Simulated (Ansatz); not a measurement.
This script for the interaction energy of a dimer with the counterpoise correction of CH₄OS, SMILES OCS with the Python package of Ansatz (0.2.0) holds a mistake.

Script `dimer_ch4os.py`:
```python
# -*- coding: utf-8 -*-
import ansatz

BASIS = 'cc-pVDZ'
LEVEL = 'mp2'

FIRST = [
    ('O', (-0.7703, -0.814, -0.3479)),
    ('C', (-0.0515, 0.3878, -0.1084)),
    ('S', (1.6236, -0.0505, 0.2431)),
    ('H', (-1.6247, -0.4528, -0.6392)),
    ('H', (-0.0743, 1.0357, -1.0024)),
    ('H', (-0.478, 0.9349, 0.7464)),
    ('H', (1.3755, -1.0412, 1.1082)),
]
SECOND = [
    ('O', (-0.5565, -1.8937, -3.1988)),
    ('C', (0.1427, -3.0151, -3.7202)),
    ('S', (-0.7562, -4.4664, -3.265)),
    ('H', (-0.0499, -1.168, -3.6012)),
    ('H', (0.1988, -2.9568, -4.8216)),
    ('H', (1.1622, -3.0667, -3.3079)),
    ('H', (-0.9631, -4.1573, -1.9793)),
]

def energy(atoms, ghosts=()):
    molecule = ansatz.Crystal.molecule()
    for symbol, xyz in atoms:
        molecule = molecule.atom(symbol, xyz)
    calc = (
        molecule.calculation()
        .basis(gaussian=BASIS)
        .correlation(LEVEL)
    )
    deck = calc.input()
    if ghosts:
        deck = deck.set(ansatz.key.basis.gaussian.ghost_atoms, [{'symbol': s, 'position_ang': list(xyz)} for s, xyz in ghosts])
    return ansatz.Session.from_dict(deck).plan().execute().report()['free_energy_ev']


def main():
    both = energy(FIRST + SECOND)
    alone = energy(FIRST) + energy(SECOND)
    ghosted = energy(FIRST, SECOND) + energy(SECOND, FIRST)
    print(f'dimer {both:.6f} eV')
    print(f'interaction, uncorrected   {96.485332 * (both - alone):8.3f} kJ/mol')
    print(f'interaction, counterpoise  {96.485332 * (both - ghosted):8.3f} kJ/mol')
    print(f'basis-set superposition    {96.485332 * (alone - ghosted):8.3f} kJ/mol')


if __name__ == '__main__':
    main()
```

Running `python dimer_ch4os.py` prints:
```text
Traceback (most recent call last):
  File "dimer_ch4os.py", line 52, in <module>
    main()
    ~~~~^^
  File "dimer_ch4os.py", line 42, in main
    both = energy(FIRST + SECOND)
  File "dimer_ch4os.py", line 38, in energy
    return ansatz.Session.from_dict(deck).plan().execute().report()['free_energy_ev']
           ~~~~~~~~~~~~~~~~~~~~~~~~~~~~~~~~~~~~~~~~~~~~~~~~~~~~~~^^
TypeError: 'dict' object is not callable
```

Find the fault and give the corrected script.

The fault: report is a dict, not a method. Mended:

```diff
--- before
+++ after
@@ -37,3 +37,3 @@
         deck = deck.set(ansatz.key.basis.gaussian.ghost_atoms, [{'symbol': s, 'position_ang': list(xyz)} for s, xyz in ghosts])
-    return ansatz.Session.from_dict(deck).plan().execute().report()['free_energy_ev']
+    return ansatz.Session.from_dict(deck).plan().execute().report['free_energy_ev']
```

The mended script runs so:

Running `python dimer_ch4os.py` prints:
```text
dimer -27921.189731 eV
interaction, uncorrected     -5.186 kJ/mol
interaction, counterpoise     2.720 kJ/mol
basis-set superposition       7.906 kJ/mol
```

Total energies depend on the basis set; only differences at equal settings carry meaning. The dimer is a generated trial pose of unrelaxed monomers, not a minimum, so the figure is no binding energy, and the basis set is small. Timing: 8.7 s on 1 thread of Arm Neoverse V1, on a shared host, peak memory 0.32 GiB.
